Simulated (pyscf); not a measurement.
One multi-bond step on the singlet surface with elements of a group swapped. ωB97M-D3(BJ)/def2-TZVP, kcal/mol, from the separated reactants. Structures and frequencies: ωB97X-D3(BJ)/def2-SVP in PySCF.

```csv
step,barrier,reaction energy,imaginary mode (i cm⁻¹)
H₂C=S + H₂ + H₂ → H₃C–SH + H₂,(withheld),(withheld),1333
H₂C=Se + H₂ + H₂ → H₃C–SeH + H₂,24.6,-44.1,1239
```

### Question
What belongs in the gaps?

### Answer

- H₂C=S + H₂ + H₂ → H₃C–SH + H₂, barrier: 27.7
- H₂C=S + H₂ + H₂ → H₃C–SH + H₂, reaction energy: -41.4

Each row is the saddle that its search found. Elements up to Kr have no core potential and no relativistic terms here.
